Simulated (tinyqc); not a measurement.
Inside a calculation (part 1 of 3). Method: UHF in the sto-3g basis, for H2O, spin multiplicity 1. Computed by tinyqc, a small Python program that keeps every step (integrals from PySCF). Settings: charge = 0, multiplicity = 1, basis = sto-3g, energy threshold = 1e-09, iteration cap = 79, orthogonalisation = symmetric, start = core, DIIS depth = 6, method = UHF, break = 0.7. Command: `OMP_NUM_THREADS=1 python tinyqc.py 23583 23584 out.jsonl` (the two numbers bound the seeds that draw the settings). One thread of a shared host (Intel(R) Xeon(R) Processor @ 2.60GHz), about 0.1 s of CPU time with the checks. Later iterations appear only in the table of the cycle.

## One-electron integrals

Geometry (angstrom):
```
atom         x          y         z
O     0.000000   0.000000  0.000000
H     0.000000   0.864000  0.697000
H     0.000000  -0.837000  0.676000
```

Basis sto-3g: exponents (1/bohr^2) and contraction coefficients of normalised primitives:
```
element  l (shell)    exponent  coefficient
O            s (1)  130.709320     0.154329
O            s (1)   23.808861     0.535328
O            s (1)    6.443608     0.444635
O            s (2)    5.033151    -0.099967
O            s (2)    1.169596     0.399513
O            s (2)    0.380389     0.700115
O            p (3)    5.033151     0.155916
O            p (3)    1.169596     0.607684
O            p (3)    0.380389     0.391957
H            s (1)    3.425251     0.154329
H            s (1)    0.623914     0.535328
H            s (1)    0.168855     0.444635
```

Overlap, kinetic and nuclear-attraction integrals over the contracted functions; the nuclear repulsion is the sum of Za Zb / Rab.

nuclear repulsion = 8.05944218 hartree

overlap S, order 1O 1s, 1O 2s, 1O 2px, 1O 2py, 1O 2pz, 2H 1s, 3H 1s:
$$\begin{pmatrix}
1.000000 & 0.236704 & 0.000000 & 0.000000 & 0.000000 & 0.037494 & 0.040676 \\
0.236704 & 1.000000 & 0.000000 & 0.000000 & 0.000000 & 0.380282 & 0.400357 \\
0.000000 & 0.000000 & 1.000000 & 0.000000 & 0.000000 & 0.000000 & 0.000000 \\
0.000000 & 0.000000 & 0.000000 & 1.000000 & 0.000000 & 0.262124 & -0.272176 \\
0.000000 & 0.000000 & 0.000000 & 0.000000 & 1.000000 & 0.211459 & 0.219822 \\
0.037494 & 0.380282 & 0.000000 & 0.262124 & 0.211459 & 1.000000 & 0.190963 \\
0.040676 & 0.400357 & 0.000000 & -0.272176 & 0.219822 & 0.190963 & 1.000000
\end{pmatrix}$$

kinetic energy T (hartree), order 1O 1s, 1O 2s, 1O 2px, 1O 2py, 1O 2pz, 2H 1s, 3H 1s:
$$\begin{pmatrix}
29.003200 & -0.168011 & 0.000000 & 0.000000 & 0.000000 & -0.008565 & -0.007939 \\
-0.168011 & 0.808128 & 0.000000 & 0.000000 & 0.000000 & 0.067157 & 0.078920 \\
0.000000 & 0.000000 & 2.528731 & 0.000000 & 0.000000 & 0.000000 & 0.000000 \\
0.000000 & 0.000000 & 0.000000 & 2.528731 & 0.000000 & 0.140657 & -0.156654 \\
0.000000 & 0.000000 & 0.000000 & 0.000000 & 2.528731 & 0.113470 & 0.126521 \\
-0.008565 & 0.067157 & 0.000000 & 0.140657 & 0.113470 & 0.760032 & -0.002691 \\
-0.007939 & 0.078920 & 0.000000 & -0.156654 & 0.126521 & -0.002691 & 0.760032
\end{pmatrix}$$

nuclear attraction V (hartree), order 1O 1s, 1O 2s, 1O 2px, 1O 2py, 1O 2pz, 2H 1s, 3H 1s:
$$\begin{pmatrix}
-61.587001 & -7.412338 & 0.000000 & 0.000576 & -0.014967 & -1.202413 & -1.305643 \\
-7.412338 & -10.015155 & 0.000000 & 0.006287 & -0.182636 & -2.926168 & -3.112233 \\
0.000000 & 0.000000 & -9.880938 & 0.000000 & 0.000000 & 0.000000 & 0.000000 \\
0.000576 & 0.006287 & 0.000000 & -9.991671 & 0.003485 & -1.772336 & 1.867006 \\
-0.014967 & -0.182636 & 0.000000 & 0.003485 & -9.953088 & -1.480333 & -1.559352 \\
-1.202413 & -2.926168 & 0.000000 & -1.772336 & -1.480333 & -5.274778 & -1.122120 \\
-1.305643 & -3.112233 & 0.000000 & 1.867006 & -1.559352 & -1.122120 & -5.382262
\end{pmatrix}$$

core Hamiltonian H = T + V (hartree), order 1O 1s, 1O 2s, 1O 2px, 1O 2py, 1O 2pz, 2H 1s, 3H 1s:
$$\begin{pmatrix}
-32.583801 & -7.580349 & 0.000000 & 0.000576 & -0.014967 & -1.210978 & -1.313582 \\
-7.580349 & -9.207027 & 0.000000 & 0.006287 & -0.182636 & -2.859011 & -3.033314 \\
0.000000 & 0.000000 & -7.352207 & 0.000000 & 0.000000 & 0.000000 & 0.000000 \\
0.000576 & 0.006287 & 0.000000 & -7.462939 & 0.003485 & -1.631679 & 1.710352 \\
-0.014967 & -0.182636 & 0.000000 & 0.003485 & -7.424357 & -1.366863 & -1.432831 \\
-1.210978 & -2.859011 & 0.000000 & -1.631679 & -1.366863 & -4.514746 & -1.124811 \\
-1.313582 & -3.033314 & 0.000000 & 1.710352 & -1.432831 & -1.124811 & -4.622230
\end{pmatrix}$$

## Two-electron integrals

Functions are numbered as in S; the eight-fold symmetry (ij|kl) = (ji|kl) = (kl|ij) leaves the list below.

Two-electron integrals (ij|kl) in chemists' order, unique and non-zero (hartree):
```
(11|11) 4.785065    (21|11) 0.741380    (21|21) 0.136873    (22|11) 1.118947
(22|21) 0.256633    (22|22) 0.817206    (31|31) 0.024477    (32|31) 0.037809
(32|32) 0.180518    (33|11) 1.115814    (33|21) 0.256684    (33|22) 0.817023
(33|33) 0.880159    (41|41) 0.024477    (42|41) 0.037809    (42|42) 0.180518
(43|43) 0.047444    (44|11) 1.115814    (44|21) 0.256684    (44|22) 0.817023
(44|33) 0.785270    (44|44) 0.880159    (51|51) 0.024477    (52|51) 0.037809
(52|52) 0.180518    (53|53) 0.047444    (54|54) 0.047444    (55|11) 1.115814
(55|21) 0.256684    (55|22) 0.817023    (55|33) 0.785270    (55|44) 0.785270
(55|55) 0.880159    (61|11) 0.118873    (61|21) 0.021777    (61|22) 0.040623
(61|33) 0.040544    (61|41) 0.000777    (61|42) 0.001463    (61|44) 0.040692
(61|51) 0.000627    (61|52) 0.001181    (61|54) 0.000120    (61|55) 0.040640
(61|61) 0.003509    (62|11) 0.307625    (62|21) 0.071520    (62|22) 0.254405
(62|33) 0.249943    (62|41) 0.004186    (62|42) 0.032833    (62|44) 0.257901
(62|51) 0.003377    (62|52) 0.026487    (62|54) 0.006420    (62|55) 0.255122
(62|61) 0.011619    (62|62) 0.100494    (63|31) 0.007256    (63|32) 0.043062
(63|43) 0.006708    (63|53) 0.005411    (63|63) 0.013854    (64|11) 0.178535
(64|21) 0.042023    (64|22) 0.159585    (64|33) 0.152451    (64|41) 0.009400
(64|42) 0.062414    (64|44) 0.170593    (64|51) 0.001730    (64|52) 0.015612
(64|54) 0.009224    (64|55) 0.155527    (64|61) 0.007109    (64|62) 0.076611
(64|64) 0.071585    (65|11) 0.144027    (65|21) 0.033900    (65|22) 0.128739
(65|33) 0.122984    (65|41) 0.001730    (65|42) 0.015612    (65|44) 0.126797
(65|51) 0.008652    (65|52) 0.055656    (65|54) 0.009783    (65|55) 0.136288
(65|61) 0.005735    (65|62) 0.061803    (65|64) 0.046572    (65|65) 0.051424
(66|11) 0.466844    (66|21) 0.110285    (66|22) 0.451440    (66|33) 0.433725
(66|41) 0.007905    (66|42) 0.086888    (66|44) 0.465578    (66|51) 0.006377
(66|52) 0.070093    (66|54) 0.025696    (66|55) 0.454454    (66|61) 0.018047
(66|62) 0.230887    (66|64) 0.200853    (66|65) 0.162031    (66|66) 0.774606
(71|11) 0.129051    (71|21) 0.023637    (71|22) 0.044075    (71|33) 0.043988
(71|41) -0.000847   (71|42) -0.001591   (71|44) 0.044149    (71|51) 0.000684
(71|52) 0.001285    (71|54) -0.000130   (71|55) 0.044093    (71|61) 0.003752
(71|62) 0.012216    (71|64) 0.006869    (71|65) 0.006036    (71|66) 0.018813
(71|71) 0.004135    (72|11) 0.327325    (72|21) 0.076073    (72|22) 0.269823
(72|33) 0.265134    (72|41) -0.004452   (72|42) -0.034613   (72|44) 0.273489
(72|51) 0.003595    (72|52) 0.027955    (72|54) -0.006748   (72|55) 0.270584
(72|61) 0.011977    (72|62) 0.085142    (72|64) 0.045100    (72|65) 0.050816
(72|66) 0.158164    (72|71) 0.013409    (72|72) 0.112127    (73|31) 0.007796
(73|32) 0.045977    (73|43) -0.007111   (73|53) 0.005744    (73|63) 0.011387
(73|73) 0.015625    (74|11) -0.187820   (74|21) -0.044199   (74|22) -0.167370
(74|33) -0.159850   (74|41) 0.010054    (74|42) 0.066200    (74|44) -0.179004
(74|51) -0.001824   (74|52) -0.016333   (74|54) 0.009726    (74|55) -0.163067
(74|61) -0.006654   (74|62) -0.044382   (74|64) -0.012605   (74|65) -0.025962
(74|66) -0.074560   (74|71) -0.008120   (74|72) -0.084506   (74|74) 0.078575
(75|11) 0.151692    (75|21) 0.035697    (75|22) 0.135176    (75|33) 0.129103
(75|41) -0.001824   (75|42) -0.016333   (75|44) 0.133085    (75|51) 0.009269
(75|52) 0.059168    (75|54) -0.010328   (75|55) 0.143187    (75|61) 0.005863
(75|62) 0.050462    (75|64) 0.026172    (75|65) 0.041056    (75|66) 0.102241
(75|71) 0.006558    (75|72) 0.068251    (75|74) -0.050842   (75|75) 0.056687
(76|11) 0.111031    (76|21) 0.026063    (76|22) 0.100962    (76|33) 0.098519
(76|41) 0.000014    (76|42) 0.000182    (76|44) 0.100459    (76|51) 0.001897
(76|52) 0.017846    (76|54) 0.000049    (76|55) 0.103796    (76|61) 0.004193
(76|62) 0.039946    (76|64) 0.026525    (76|65) 0.027605    (76|66) 0.096826
(76|71) 0.004548    (76|72) 0.041937    (76|74) -0.027336   (76|75) 0.028730
(76|76) 0.019842    (77|11) 0.480215    (77|21) 0.113410    (77|22) 0.462470
(77|33) 0.444097    (77|41) -0.008282   (77|42) -0.089800   (77|44) 0.477105
(77|51) 0.006689    (77|52) 0.072526    (77|54) -0.026659   (77|55) 0.465628
(77|61) 0.017830    (77|62) 0.152695    (77|64) 0.073035    (77|65) 0.099532
(77|66) 0.307984    (77|71) 0.020146    (77|72) 0.246509    (77|74) -0.212004
(77|75) 0.171224    (77|76) 0.096826    (77|77) 0.774606
```

## Orthogonalisation

S = U s U^T; symmetric (Loewdin) form X = U s^(-1/2) U^T, so that X^T S X = 1.

eigenvalues of S: [0.428132, 0.516305, 0.884262, 1.000000, 1.101830, 1.293989, 1.775483]

X, order 1O 1s, 1O 2s, 1O 2px, 1O 2py, 1O 2pz, 2H 1s, 3H 1s:
$$\begin{pmatrix}
1.023657 & -0.137108 & 0.000000 & 0.000452 & -0.007752 & 0.018643 & 0.019599 \\
-0.137108 & 1.161178 & 0.000000 & -0.005769 & 0.075179 & -0.215714 & -0.234233 \\
0.000000 & 0.000000 & 1.000000 & 0.000000 & 0.000000 & 0.000000 & 0.000000 \\
0.000452 & -0.005769 & 0.000000 & 1.073387 & -0.002756 & -0.171956 & 0.181072 \\
-0.007752 & 0.075179 & 0.000000 & -0.002756 & 1.040589 & -0.117786 & -0.126082 \\
0.018643 & -0.215714 & 0.000000 & -0.171956 & -0.117786 & 1.125996 & -0.066238 \\
0.019599 & -0.234233 & 0.000000 & 0.181072 & -0.126082 & -0.066238 & 1.140886
\end{pmatrix}$$

## Starting guess

The start is the orbitals of the core Hamiltonian, with HOMO and LUMO mixed by +/-0.7 rad for the two spins; D(s) = C_occ C_occ^T for each spin.

D(alpha) at the start, order 1O 1s, 1O 2s, 1O 2px, 1O 2py, 1O 2pz, 2H 1s, 3H 1s:
$$\begin{pmatrix}
1.065815 & -0.292865 & 0.020396 & 0.004219 & -0.023527 & 0.035815 & 0.054415 \\
-0.292865 & 1.321116 & -0.199012 & -0.037126 & 0.149774 & -0.171869 & -0.341140 \\
0.020396 & -0.199012 & 0.584984 & 0.083699 & -0.092948 & 0.091759 & 0.557162 \\
0.004219 & -0.037126 & 0.083699 & 1.137757 & -0.017820 & -0.129447 & 0.230144 \\
-0.023527 & 0.149774 & -0.092948 & -0.017820 & 1.084669 & -0.113690 & -0.193818 \\
0.035815 & -0.171869 & 0.091759 & -0.129447 & -0.113690 & 0.055520 & 0.092739 \\
0.054415 & -0.341140 & 0.557162 & 0.230144 & -0.193818 & 0.092739 & 0.576559
\end{pmatrix}$$

D(beta) at the start, order 1O 1s, 1O 2s, 1O 2px, 1O 2py, 1O 2pz, 2H 1s, 3H 1s:
$$\begin{pmatrix}
1.065815 & -0.292865 & -0.020396 & 0.004219 & -0.023527 & 0.035815 & 0.054415 \\
-0.292865 & 1.321116 & 0.199012 & -0.037126 & 0.149774 & -0.171869 & -0.341140 \\
-0.020396 & 0.199012 & 0.584984 & -0.083699 & 0.092948 & -0.091759 & -0.557162 \\
0.004219 & -0.037126 & -0.083699 & 1.137757 & -0.017820 & -0.129447 & 0.230144 \\
-0.023527 & 0.149774 & 0.092948 & -0.017820 & 1.084669 & -0.113690 & -0.193818 \\
0.035815 & -0.171869 & -0.091759 & -0.129447 & -0.113690 & 0.055520 & 0.092739 \\
0.054415 & -0.341140 & -0.557162 & 0.230144 & -0.193818 & 0.092739 & 0.576559
\end{pmatrix}$$

## Iteration 1: building the Fock matrix

J_ij = sum D_kl (ij|kl) with D = D(alpha) + D(beta), K_ij = sum D_kl (ik|jl) for each spin; F = H + J - K(s); E = tr D H + tr D J / 2 - 0.5 sum_s tr D(s) K(s) + E_nn.

Coulomb J (hartree), order 1O 1s, 1O 2s, 1O 2px, 1O 2py, 1O 2pz, 2H 1s, 3H 1s:
$$\begin{pmatrix}
18.138407 & 3.441767 & 0.000000 & -0.005729 & 0.008788 & 0.547995 & 0.595259 \\
3.441767 & 8.524365 & 0.000000 & -0.061293 & 0.052417 & 2.575007 & 2.796328 \\
0.000000 & 0.000000 & 8.453194 & 0.000000 & 0.000000 & 0.000000 & 0.000000 \\
-0.005729 & -0.061293 & 0.000000 & 8.551753 & -0.018733 & 1.570890 & -1.748572 \\
0.008788 & 0.052417 & 0.000000 & -0.018733 & 8.544626 & 1.295152 & 1.411830 \\
0.547995 & 2.575007 & 0.000000 & 1.570890 & 1.295152 & 4.421897 & 1.025367 \\
0.595259 & 2.796328 & 0.000000 & -1.748572 & 1.411830 & 1.025367 & 4.903928
\end{pmatrix}$$

exchange K(alpha) (hartree), order 1O 1s, 1O 2s, 1O 2px, 1O 2py, 1O 2pz, 2H 1s, 3H 1s:
$$\begin{pmatrix}
4.916513 & 0.845243 & -0.002112 & 0.000071 & 0.000674 & 0.141761 & 0.152915 \\
0.845243 & 1.368564 & 0.007709 & -0.006671 & 0.008388 & 0.362356 & 0.417535 \\
-0.002112 & 0.007709 & 0.821369 & -0.008723 & 0.009514 & 0.046356 & 0.178858 \\
0.000071 & -0.006671 & -0.008723 & 1.172712 & -0.005772 & 0.165913 & -0.219158 \\
0.000674 & 0.008388 & 0.009514 & -0.005772 & 1.170346 & 0.141022 & 0.179182 \\
0.141761 & 0.362356 & 0.046356 & 0.165913 & 0.141022 & 0.166184 & 0.131421 \\
0.152915 & 0.417535 & 0.178858 & -0.219158 & 0.179182 & 0.131421 & 0.455037
\end{pmatrix}$$

exchange K(beta) (hartree), order 1O 1s, 1O 2s, 1O 2px, 1O 2py, 1O 2pz, 2H 1s, 3H 1s:
$$\begin{pmatrix}
4.916513 & 0.845243 & 0.002112 & 0.000071 & 0.000674 & 0.141761 & 0.152915 \\
0.845243 & 1.368564 & -0.007709 & -0.006671 & 0.008388 & 0.362356 & 0.417535 \\
0.002112 & -0.007709 & 0.821369 & 0.008723 & -0.009514 & -0.046356 & -0.178858 \\
0.000071 & -0.006671 & 0.008723 & 1.172712 & -0.005772 & 0.165913 & -0.219158 \\
0.000674 & 0.008388 & -0.009514 & -0.005772 & 1.170346 & 0.141022 & 0.179182 \\
0.141761 & 0.362356 & -0.046356 & 0.165913 & 0.141022 & 0.166184 & 0.131421 \\
0.152915 & 0.417535 & -0.178858 & -0.219158 & 0.179182 & 0.131421 & 0.455037
\end{pmatrix}$$

F(alpha) (hartree), order 1O 1s, 1O 2s, 1O 2px, 1O 2py, 1O 2pz, 2H 1s, 3H 1s:
$$\begin{pmatrix}
-19.361907 & -4.983825 & 0.002112 & -0.005224 & -0.006854 & -0.804745 & -0.871237 \\
-4.983825 & -2.051225 & -0.007709 & -0.048335 & -0.138607 & -0.646360 & -0.654520 \\
0.002112 & -0.007709 & 0.279618 & 0.008723 & -0.009514 & -0.046356 & -0.178858 \\
-0.005224 & -0.048335 & 0.008723 & -0.083898 & -0.009476 & -0.226702 & 0.180938 \\
-0.006854 & -0.138607 & -0.009514 & -0.009476 & -0.050076 & -0.212733 & -0.200182 \\
-0.804745 & -0.646360 & -0.046356 & -0.226702 & -0.212733 & -0.259034 & -0.230865 \\
-0.871237 & -0.654520 & -0.178858 & 0.180938 & -0.200182 & -0.230865 & -0.173339
\end{pmatrix}$$

F(beta) (hartree), order 1O 1s, 1O 2s, 1O 2px, 1O 2py, 1O 2pz, 2H 1s, 3H 1s:
$$\begin{pmatrix}
-19.361907 & -4.983825 & -0.002112 & -0.005224 & -0.006854 & -0.804745 & -0.871237 \\
-4.983825 & -2.051225 & 0.007709 & -0.048335 & -0.138607 & -0.646360 & -0.654520 \\
-0.002112 & 0.007709 & 0.279618 & -0.008723 & 0.009514 & 0.046356 & 0.178858 \\
-0.005224 & -0.048335 & -0.008723 & -0.083898 & -0.009476 & -0.226702 & 0.180938 \\
-0.006854 & -0.138607 & 0.009514 & -0.009476 & -0.050076 & -0.212733 & -0.200182 \\
-0.804745 & -0.646360 & 0.046356 & -0.226702 & -0.212733 & -0.259034 & -0.230865 \\
-0.871237 & -0.654520 & 0.178858 & 0.180938 & -0.200182 & -0.230865 & -0.173339
\end{pmatrix}$$

total energy of this density = -73.54242350 hartree

## Iteration 1: diagonalisation and new density

Diagonalise F' = X^T F X, C = X C', fill 5 alpha and 5 beta electrons from the bottom; D(s) = C_occ C_occ^T. Each column has its largest component positive (the first on a tie).

F' = X^T F X (alpha) (hartree):
$$\begin{pmatrix}
-18.987672 & -2.647036 & -0.001073 & 0.001368 & -0.021535 & -0.096055 & -0.114255 \\
-2.647036 & -1.021232 & 0.041887 & -0.054431 & -0.023193 & -0.305216 & -0.332227 \\
-0.001073 & 0.041887 & 0.279618 & -0.014980 & 0.017491 & -0.039026 & -0.196360 \\
0.001368 & -0.054431 & -0.014980 & 0.059056 & -0.011039 & -0.265456 & 0.260535 \\
-0.021535 & -0.023193 & 0.017491 & -0.011039 & 0.029456 & -0.191400 & -0.194248 \\
-0.096055 & -0.305216 & -0.039026 & -0.265456 & -0.191400 & 0.037908 & -0.093511 \\
-0.114255 & -0.332227 & -0.196360 & 0.260535 & -0.194248 & -0.093511 & 0.153833
\end{pmatrix}$$

orbital energies (alpha) (hartree): MO1 -19.371913, MO2 -0.878142, MO3 -0.257539, MO4 -0.129057, MO5 0.182245, MO6 0.403792, MO7 0.601580

coefficients C (alpha), order 1O 1s, 1O 2s, 1O 2px, 1O 2py, 1O 2pz, 2H 1s, 3H 1s:
$$\begin{pmatrix}
0.993745 & -0.237110 & 0.018653 & 0.116585 & 0.045696 & 0.064440 & 0.059452 \\
0.027006 & 0.869461 & -0.067147 & -0.575351 & -0.289133 & -0.403395 & -0.368324 \\
-0.000155 & 0.032455 & -0.115239 & 0.199814 & 0.785004 & -0.329055 & -0.470354 \\
0.000219 & 0.061011 & 0.640064 & -0.017246 & 0.206948 & -0.615341 & 0.615940 \\
0.002671 & 0.151064 & 0.007770 & 0.666168 & -0.565059 & -0.484312 & -0.312726 \\
-0.005061 & 0.164307 & 0.418300 & 0.376960 & 0.244266 & 0.959641 & -0.194692 \\
-0.005273 & 0.122162 & -0.420587 & 0.348757 & 0.417209 & -0.006367 & 0.960395
\end{pmatrix}$$

F' = X^T F X (beta) (hartree):
$$\begin{pmatrix}
-18.987672 & -2.647036 & 0.001073 & 0.001368 & -0.021535 & -0.096055 & -0.114255 \\
-2.647036 & -1.021232 & -0.041887 & -0.054431 & -0.023193 & -0.305216 & -0.332227 \\
0.001073 & -0.041887 & 0.279618 & 0.014980 & -0.017491 & 0.039026 & 0.196360 \\
0.001368 & -0.054431 & 0.014980 & 0.059056 & -0.011039 & -0.265456 & 0.260535 \\
-0.021535 & -0.023193 & -0.017491 & -0.011039 & 0.029456 & -0.191400 & -0.194248 \\
-0.096055 & -0.305216 & 0.039026 & -0.265456 & -0.191400 & 0.037908 & -0.093511 \\
-0.114255 & -0.332227 & 0.196360 & 0.260535 & -0.194248 & -0.093511 & 0.153833
\end{pmatrix}$$

orbital energies (beta) (hartree): MO1 -19.371913, MO2 -0.878142, MO3 -0.257539, MO4 -0.129057, MO5 0.182245, MO6 0.403792, MO7 0.601580

coefficients C (beta), order 1O 1s, 1O 2s, 1O 2px, 1O 2py, 1O 2pz, 2H 1s, 3H 1s:
$$\begin{pmatrix}
0.993745 & -0.237110 & 0.018653 & 0.116585 & -0.045696 & 0.064440 & 0.059452 \\
0.027006 & 0.869461 & -0.067147 & -0.575351 & 0.289133 & -0.403395 & -0.368324 \\
0.000155 & -0.032455 & 0.115239 & -0.199814 & 0.785004 & 0.329055 & 0.470354 \\
0.000219 & 0.061011 & 0.640064 & -0.017246 & -0.206948 & -0.615341 & 0.615940 \\
0.002671 & 0.151064 & 0.007770 & 0.666168 & 0.565059 & -0.484312 & -0.312726 \\
-0.005061 & 0.164307 & 0.418300 & 0.376960 & -0.244266 & 0.959641 & -0.194692 \\
-0.005273 & 0.122162 & -0.420587 & 0.348757 & -0.417209 & -0.006367 & 0.960395
\end{pmatrix}$$

D(alpha) after iteration 1, order 1O 1s, 1O 2s, 1O 2px, 1O 2py, 1O 2pz, 2H 1s, 3H 1s:
$$\begin{pmatrix}
1.059778 & -0.260863 & 0.049168 & 0.005137 & 0.018825 & 0.018924 & 0.017674 \\
-0.260863 & 1.175826 & -0.305982 & -0.039839 & -0.089008 & -0.172875 & -0.186973 \\
0.049168 & -0.305982 & 0.670490 & 0.087229 & -0.306457 & 0.224200 & 0.449631 \\
0.005137 & -0.039839 & 0.087229 & 0.456529 & -0.114236 & 0.321812 & -0.181425 \\
0.018825 & -0.089008 & -0.306457 & -0.114236 & 0.785960 & 0.141151 & 0.011755 \\
0.018924 & -0.172875 & 0.224200 & 0.321812 & 0.141151 & 0.403762 & 0.077544 \\
0.017674 & -0.186973 & 0.449631 & -0.181425 & 0.011755 & 0.077544 & 0.487540
\end{pmatrix}$$

D(beta) after iteration 1, order 1O 1s, 1O 2s, 1O 2px, 1O 2py, 1O 2pz, 2H 1s, 3H 1s:
$$\begin{pmatrix}
1.059778 & -0.260863 & -0.049168 & 0.005137 & 0.018825 & 0.018924 & 0.017674 \\
-0.260863 & 1.175826 & 0.305982 & -0.039839 & -0.089008 & -0.172875 & -0.186973 \\
-0.049168 & 0.305982 & 0.670490 & -0.087229 & 0.306457 & -0.224200 & -0.449631 \\
0.005137 & -0.039839 & -0.087229 & 0.456529 & -0.114236 & 0.321812 & -0.181425 \\
0.018825 & -0.089008 & 0.306457 & -0.114236 & 0.785960 & 0.141151 & 0.011755 \\
0.018924 & -0.172875 & -0.224200 & 0.321812 & 0.141151 & 0.403762 & 0.077544 \\
0.017674 & -0.186973 & -0.449631 & -0.181425 & 0.011755 & 0.077544 & 0.487540
\end{pmatrix}$$
